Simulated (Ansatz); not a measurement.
Born–Oppenheimer molecular dynamics of AlH$_{3}$MgN (6 atoms, charge -1, multiplicity 1). It starts from a relaxed structure.

All numbers below come from Ansatz 0.2.0, RKS PBE-D4/def2-SVP.

| Property | Result |
| --- | --- |
| ensemble | NVT, Nosé–Hoover chain |
| time step | 0.5 fs |
| steps asked | 166 |
| set temperature | 300 K |
| thermostat | time constant 50 fs, chain length 3 |
| seed | 358090 |

First frame:

```xyz
6
Properties=species:S:1:pos:R:3
N -0.625 -0.357 -0.065
Al 0.183 0.935 -1.075
Mg 0.944 -0.265 1.149
H -1.526 -0.844 -0.191
H -0.632 1.462 -2.448
H 1.656 -0.931 2.630
```

Q: How far do the bonds stretch over the last three quarters of this one trajectory? (Pairs bonded in most of those frames.)

A: 
| bond | mean (Å) | spread (Å) | shortest | longest |
| --- | --- | --- | --- | --- |
| N1–Al2 | 1.824 | 0.026 | 1.78 | 1.86 |
| N1–Mg3 | 1.998 | 0.021 | 1.97 | 2.04 |
| N1–H4 | 1.034 | 0.014 | 1.01 | 1.06 |
| Al2–Mg3 | 2.637 | 0.037 | 2.59 | 2.70 |
| Al2–H5 | 1.688 | 0.016 | 1.66 | 1.72 |
| Mg3–H6 | 1.785 | 0.050 | 1.71 | 1.86 |

Mean temperature of the second half: 257 K. The conserved energy stayed within 0.067 meV per atom of its start (net change 0.033 meV per atom), so the integration is sound. The mean temperature of the second half is 14 % below the set value. A run of 0.083 ps of so small a system gives no equilibrium averages. Limits of this set-up: an anion without diffuse functions, the dipole of an ion depends on the origin.

Run time: 3.1 min on 1 thread of Arm Neoverse V1, with other jobs on the host, peak memory 0.23 GiB.
